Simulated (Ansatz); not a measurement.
# CHOSi: the cost of one run

The runs use Ansatz 0.2.0, Gaussian basis; def2-QZVPP, core rule «outside noble gas», up to 7 orbitals frozen.

To be run: UHF; ROHF; CCSD(T) on UHF.

### Step 1. What is computed

The geometry is a PBE0/def2-TZVP stationary point (not a proven minimum) of the parent state, kept for this charge and spin.

4 atoms, charge 1, spin multiplicity 3.

Atoms are counted from 1 here; the program's logs count them from 0.

Bond lengths: C1–Si2 1.820 Å, C1–H4 1.084 Å, Si2–O3 1.530 Å. Angles: Si2–C1–H4 150.6°, C1–Si2–O3 122.3°.

### Step 2. UHF

in.yaml reads:

```yaml
crystal:
  periodic: [false, false, false]
  atoms:
    - {symbol: C, position_ang: [0.000000, -0.231556, 1.642911]}
    - {symbol: Si, position_ang: [0.000000, 0.419511, -0.056146]}
    - {symbol: O, position_ang: [0.000000, -0.495400, -1.281834]}
    - {symbol: H, position_ang: [0.000000, -1.066454, 2.334393]}
basis:
  gaussian: {orbitals: "def2-QZVPP.json"}
total_charge: 1
magnetization: {spin_polarized: true, initial_magnetization: 2}
hamiltonian: {xc: hf}
output: {orbitals: {seedname: orbitals}}
```

Launch:

```bash
ansatz run in.yaml --threads 1 --pin off --events-out ev --progress --plain --max-ram 2393MiB
```

**Question.** How long does this run take on 1 thread of Arm Neoverse V2, shared host, and how much memory does it need?

About 45 s, with a peak of 0.51 GiB.
